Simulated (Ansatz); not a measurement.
A run of Ansatz (development build ahead of 0.2.0) on doublet MgBSi at this shape:

```xyz
3

Mg    0.0000    0.0000    0.0000
B     0.0000    2.5865    1.9847
Si    0.0000   -2.8969    2.2229
```

Its results:

```json
{
  "Converged": "yes",
  "Total energy": "-514.09396 hartree",
  "Spin squared of the determinant": "1.767",
  "Stability test": "minimum"
}
```

Task: Which input gives this output? Name the method, the orbitals and the basis set, and write the input.

Result: ωB97X (unrestricted) in pcseg-2.

```yaml
crystal:
  periodic: [false, false, false]
  atoms:
    - { symbol: Mg, position_ang: [0.0, 0.0, 0.0] }
    - { symbol: B, position_ang: [0.0, 2.5865, 1.9847] }
    - { symbol: Si, position_ang: [0.0, -2.8969, 2.2229] }
basis:
  gaussian: { orbitals: pcseg-2 }
magnetization:
  spin_polarized: true
  initial_magnetization: 1
hamiltonian:
  xc: { name: wB97X }
```

Caution: the unrestricted determinant is a mixture of spin states.
